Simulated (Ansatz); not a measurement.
Ideal-gas functions of `CC(F)=C(F)F` at 800 K and 1 bar, from an Ansatz frequency run at PBE0-D4/def2-TZVP.

Molar mass 96.05 g/mol, point group Cs (symmetry number 1), electronic degeneracy 1, moments of inertia 97.173, 157.01, 251.03 u Å². Harmonic wavenumbers (cm⁻¹, unscaled): 178, 190, 219, 357, 380, 514, 562, 600, 772, 985, 1061, 1189, 1297, 1343, 1422, 1463, 1479, 1882, 3052, 3112, 3166.

Use S(trans) = R[1.5 ln M + 2.5 ln T − 1.1517]; rotational temperatures θ = 24.2544 K / I; S(rot) = R[ln(√π/σ · √(T³/θAθBθC)) + 1.5]; for each mode x = 1.438777 ν̃/T, S = R[x/(eˣ − 1) − ln(1 − e⁻ˣ)] and H = RT x/(eˣ − 1); 1 cm⁻¹ = 0.0119627 kJ/mol; R = 8.31446 J/(mol·K).

By hand: the entropy, in J/(mol·K).

Translation 186.3. Rotation: θ = 0.2496, 0.1545, 0.0966 K, giving 123.8. Vibration, mode by mode: 17.82, 17.28, 16.11, 12.14, 11.64, 9.26, 8.57, 8.07, 6.22, 4.57, 4.10, 3.42, 2.93, 2.75, 2.46, 2.32, 2.27, 1.27, 0.22, 0.20, 0.19, in all 133.8. Electronic 0.0. Sum 443.9 J/(mol·K).

By hand: H − E and G − E in kJ/mol, counted from the electronic energy.

Zero-point energy ½ × 25223 × 0.0119627 = 150.9; thermal vibration 55.8; translation, rotation and pV give 4 RT = 26.6. H − E = 233.3 kJ/mol, and G − E = 233.3 − 800 × 443.9/1000 = -121.8 kJ/mol.

Vibration gives 30 % of the entropy.
